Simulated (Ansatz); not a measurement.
(H2Al-mu-H)3 (Al3H9). Charge 0, multiplicity 3. Geometry r2SCAN-D4/def2-SVP, that of the neutral singlet.

| atom | x (Å) | y (Å) | z (Å) |
| --- | --- | --- | --- |
| Al1 | 1.0199 | 0.6968 | 0.8128 |
| H2 | 2.0996 | 1.4374 | 1.6778 |
| H3 | -0.1378 | -0.3553 | 1.6768 |
| H4 | 1.4218 | -0.9465 | 0.2345 |
| Al5 | -0.3010 | -1.4250 | 0.2545 |
| H6 | -0.1320 | -0.9178 | -1.4494 |
| H7 | -0.6226 | -2.9365 | 0.5270 |
| H8 | -1.6912 | -0.3291 | -0.0055 |
| Al9 | -0.7188 | 0.7283 | -1.0674 |
| H10 | -1.4771 | 1.4988 | -2.2047 |
| H11 | -0.5092 | 1.5700 | 0.4941 |
| H12 | 1.0485 | 0.9790 | -0.9504 |

At PBE-D4/def2-TZVP, r2SCAN-D4/def2-TZVP the gap within one spin of the charge 0 triplet nearly closes, so an electron or hole may be smeared out by delocalisation error. At PBE0-D4/def2-TZVP a singlet of charge 0 lies 4.37 eV below the triplet at the same geometry.

Q: Estimate the α-spin orbital energies around the gap (eV) in Ansatz with PBE-D4/def2-TZVP, r2SCAN-D4/def2-TZVP, PBE0-D4/def2-TZVP.

A: 
```json
{"orbital": "HOMO−5", "PBE-D4/def2-TZVP": "-8.49", "r2SCAN-D4/def2-TZVP": "-8.81", "PBE0-D4/def2-TZVP": "-9.82"}
{"orbital": "HOMO−4", "PBE-D4/def2-TZVP": "-8.38", "r2SCAN-D4/def2-TZVP": "-8.70", "PBE0-D4/def2-TZVP": "-9.67"}
{"orbital": "HOMO−3", "PBE-D4/def2-TZVP": "-8.28", "r2SCAN-D4/def2-TZVP": "-8.60", "PBE0-D4/def2-TZVP": "-9.58"}
{"orbital": "HOMO−2", "PBE-D4/def2-TZVP": "-7.64", "r2SCAN-D4/def2-TZVP": "-8.11", "PBE0-D4/def2-TZVP": "-8.97"}
{"orbital": "HOMO−1", "PBE-D4/def2-TZVP": "-6.90", "r2SCAN-D4/def2-TZVP": "-7.21", "PBE0-D4/def2-TZVP": "-8.03"}
{"orbital": "HOMO", "PBE-D4/def2-TZVP": "-2.71", "r2SCAN-D4/def2-TZVP": "-2.91", "PBE0-D4/def2-TZVP": "-3.50"}
{"orbital": "LUMO", "PBE-D4/def2-TZVP": "-1.93", "r2SCAN-D4/def2-TZVP": "-1.60", "PBE0-D4/def2-TZVP": "-1.12"}
{"orbital": "LUMO+1", "PBE-D4/def2-TZVP": "-1.78", "r2SCAN-D4/def2-TZVP": "-1.42", "PBE0-D4/def2-TZVP": "-0.95"}
{"orbital": "LUMO+2", "PBE-D4/def2-TZVP": "-0.73", "r2SCAN-D4/def2-TZVP": "-0.38", "PBE0-D4/def2-TZVP": "0.02"}
{"orbital": "LUMO+3", "PBE-D4/def2-TZVP": "-0.64", "r2SCAN-D4/def2-TZVP": "-0.26", "PBE0-D4/def2-TZVP": "0.14"}
{"orbital": "LUMO+4", "PBE-D4/def2-TZVP": "-0.44", "r2SCAN-D4/def2-TZVP": "0.00", "PBE0-D4/def2-TZVP": "0.40"}
{"orbital": "LUMO+5", "PBE-D4/def2-TZVP": "0.11", "r2SCAN-D4/def2-TZVP": "0.47", "PBE0-D4/def2-TZVP": "0.92"}
{"orbital": "β HOMO", "PBE-D4/def2-TZVP": "-6.49", "r2SCAN-D4/def2-TZVP": "-6.66", "PBE0-D4/def2-TZVP": "-7.43"}
{"orbital": "β LUMO", "PBE-D4/def2-TZVP": "-6.66", "r2SCAN-D4/def2-TZVP": "-6.61", "PBE0-D4/def2-TZVP": "-6.04"}
```
